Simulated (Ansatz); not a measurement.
Structure relaxation of Ca₃Co

The calculation used Ansatz, DFT PBE, scalar-relativistic, plane waves, PAW. Cutoff 420 eV, Γ-centred k mesh, Gaussian smearing, collinear spin, first started from parallel moments.

The start puts Ca₃Co on the Cu3Au (L1_2) structure type (Pm-3m, No. 221), with Co in place of Au, Ca in place of Cu, at a guessed volume.

```yaml
crystal:
  lattice:
    - [4.52299, 0.00000, 0.00000]
    - [0.00000, 4.52299, 0.00000]
    - [0.00000, 0.00000, 4.52299]
  atoms:
    - { symbol: Ca, position: [0.00000, 0.50000, 0.50000] }
    - { symbol: Ca, position: [0.50000, 0.00000, 0.50000] }
    - { symbol: Ca, position: [0.50000, 0.50000, 0.00000] }
    - { symbol: Co, position: [0.00000, 0.00000, 0.00000] }
```

Cell and atoms relax at zero pressure; the relaxation can't lower the symmetry of the start. After a coarse first stage the cell is made exact in the group found at 0.06 Å.

The zero of energy is the elements' standard structures at the same level; no fitted shifts are applied.

Problem. Describe the relaxed structure.

Solution. It keeps Pm-3m (No. 221). The result has the Cu3Au (L1_2) structure. Conventional cell: a = 4.903 Å. Ca is coordinated by 4 Co at 3.47 Å and 8 Ca at 3.47 Å; around Co lie 12 Ca at 3.47 Å.

```cif
data_structure
_symmetry_space_group_name_H-M 'Pm-3m'
_symmetry_Int_Tables_number 221
_cell_length_a 4.9029
_cell_length_b 4.9029
_cell_length_c 4.9029
_cell_angle_alpha 90.000
_cell_angle_beta 90.000
_cell_angle_gamma 90.000
_cell_volume 117.86
loop_
_atom_site_label
_atom_site_type_symbol
_atom_site_symmetry_multiplicity
_atom_site_Wyckoff_symbol
_atom_site_fract_x
_atom_site_fract_y
_atom_site_fract_z
_atom_site_occupancy
Ca1 Ca 3 c 0.00000 0.50000 0.50000 1
Co1 Co 1 a 0.00000 0.00000 0.00000 1
```

Problem. What are its volume, energy, gap and moment?

Solution. The volume per atom is 29.46 Å³ and the density is 2.52 g/cm³. The energy over the elements is 0.42 eV/atom and the gap on the 10×10×10 mesh is 0 eV (a metal). The net moment per atom is 0.30 μB. The largest site moment is 1.67 μB.

The final run used a 10×10×10 mesh on its 4-atom cell and 0.10 eV smearing. For metals, differences of a few meV/atom aren't resolved. A structure relaxed within its symmetry needn't be a true minimum.

Cost: 3 runs of about 3.6 core-minutes in all, on Arm Neoverse V1 (shared hosts).